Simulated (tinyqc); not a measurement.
A ladder of methods, and size consistency: correlation methods against full CI in the sto-6g basis, for BH3, spin multiplicity 1. Computed by the program tinyqc with PySCF. 

Geometry (angstrom):

| atom | x | y | z |
|---|---|---|---|
| B | 0.0000 | 0.0000 | 0.0070 |
| H | 1.2200 | 0.0000 | 0.0000 |
| H | -0.6100 | 1.0570 | 0.0000 |
| H | -0.6100 | -1.0570 | 0.0000 |

RHF energy of one = -26.323199 hartree

All electrons correlated; +Q is the Davidson correction (1 - c0^2) E_corr. The last columns treat two copies 100 angstrom apart as one system. FCI is the lowest singlet.

Correlation energies (hartree):

| method | E_corr of one | share of FCI (%) | E_corr of two at 100 angstrom | two minus twice one (mhartree) |
|---|---|---|---|---|
| MP2 | -0.03872 | 68.112 | -0.07743 | 0.000 |
| CISD | -0.05526 | 97.215 | -0.10709 | 3.428 |
| CISD+Q | -0.05708 | 100.427 | -0.11353 | 0.636 |
| CCSD | -0.05642 | 99.268 | -0.11285 | 0.000 |
| CCSD(T) | -0.05669 | 99.726 | -0.11337 | 0.000 |
| FCI | -0.05684 | 100.000 | - | - |

MP2 recovers 68 %, CISD 97.2 % and CCSD 99.3 % of the FCI value (c0^2 = 0.967 in CISD). MP2 and coupled cluster are size consistent, so their last column vanishes; CISD loses 3.43 mhartree, since a double excitation on each copy is a quadruple of the pair, and the Davidson correction leaves +0.64.
